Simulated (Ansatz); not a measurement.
**B₂Cl+ (triplet): wave-function methods side by side, cc-pVDZ**

How much of the correlation energy of B₂Cl+ (triplet) does each wave-function method recover here?

Computed with Ansatz 0.2.0, Gaussian basis. Level: cc-pVDZ, core rule «outside noble gas», up to 7 orbitals frozen.

To be run: UHF; CCSD(T) on ROHF; CCSD(T) on UHF; BCCD(T) on ROHF; CISD; CCSDT(Q) on ROHF; CCSDT(Q) on UHF.

32 further runs of the same task are left out: 7 for a known fault of the program, 14 that didn't finish, 11 set aside as unsound or not needed.

## 1. The geometry

The geometry is a PBE0/def2-TZVP stationary point (not a proven minimum) of the parent state, kept for this charge and spin.

3 atoms, charge 1, spin multiplicity 3.

Atoms are counted from 1 here; the program's logs count them from 0.

Bond lengths: B1–B2 1.516 Å, B2–Cl3 1.683 Å. Angles: B1–B2–Cl3 180.0°.

## 2. UHF

File in.yaml:

```yaml
crystal:
  periodic: [false, false, false]
  atoms:
    - {symbol: B, position_ang: [0.000000, 0.000000, -1.572000]}
    - {symbol: B, position_ang: [0.000000, 0.000000, -0.055600]}
    - {symbol: Cl, position_ang: [0.000000, 0.000000, 1.627600]}
basis:
  gaussian: {orbitals: cc-pVDZ}
total_charge: 1
magnetization: {spin_polarized: true, initial_magnetization: 2}
hamiltonian: {xc: hf}
output: {orbitals: {seedname: orbitals}}
```

Started as:

```sh
> ansatz run in.yaml --threads 1 --pin off --events-out ev --progress --plain --max-ram 2393MiB
```

After this run come: CCSD(T) on ROHF; CCSD(T) on UHF; BCCD(T) on ROHF; CISD; CCSDT(Q) on ROHF; CCSDT(Q) on UHF.

Q: Predict the results of all the runs planned. Wanted: UCCSDT(Q) below the RHF energy; RMP2 from UCCSDT(Q); UMP2 from UCCSDT(Q); RCCSD from UCCSDT(Q); RCCSD(T) from UCCSDT(Q); UCCSD(T) from UCCSDT(Q); RCCSDT(Q) from UCCSDT(Q); T1 diagnostic.

**Answer**, as computed:

| quantity | value |
| --- | --- |
| UCCSDT(Q) below the RHF energy | -7.0344 eV |
| RMP2 from UCCSDT(Q) | +25.05 kcal/mol |
| UMP2 from UCCSDT(Q) | +25.02 kcal/mol |
| RCCSD from UCCSDT(Q) | +6.91 kcal/mol |
| RCCSD(T) from UCCSDT(Q) | +1.23 kcal/mol |
| UCCSD(T) from UCCSDT(Q) | +1.22 kcal/mol |
| RCCSDT(Q) from UCCSDT(Q) | +0.14 kcal/mol |
| levels within 1 kcal/mol (43 meV) | RCCSDT, UCCSDT, RCCSDT(Q) |
| T1 diagnostic | 0.027 |

In words: RCCSD(T) misses by +1.23 kcal/mol, 0.8 % of the correlation energy. These misses are within one basis, not against nature; the frozen cores of restricted and unrestricted runs differ, which can shift their rows.
